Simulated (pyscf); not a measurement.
Thermochemistry of product channels of `[CH3][SiH]([Cl])[Cl]` + `[H]` [doublet] on the doublet surface, in kcal/mol, from ωB97M-D3(BJ)/def2-TZVP energies (ideal gas, 1 atm, RRHO with modes under 100 cm⁻¹ raised to 100, one conformer, R ln 2 for chiral ones without a mode under 150 cm⁻¹). Structures and frequencies: ωB97X-D3(BJ)/def2-SVP in PySCF.

| products | ΔE | ΔH(298 K) | ΔG(600 K) | ΔG(900 K) |
|---|---|---|---|---|
| `[CH2][SiH]([Cl])[Cl]` [doublet] + `[H][H]` | +1.2 | -0.5 | -4.3 | -6.5 |
| `[CH3][SiH][Cl]` [doublet] + `[ClH]` | +9.7 | +11.9 | +5.6 | +3.2 |
| `[CH4]` + `[Cl][SiH][Cl]` [doublet] | -14.5 | -10.7 | -15.7 | -17.1 |
| `[CH3][Si]([Cl])[Cl]` [doublet] + `[H][H]` | -10.7 | -9.7 | -12.8 | -14.3 |
| `[CH3]` [doublet] + `[Cl][SiH2][Cl]` | +1.4 | +1.9 | -3.3 | -5.3 |

These are energies of the channels, which say nothing of barriers.
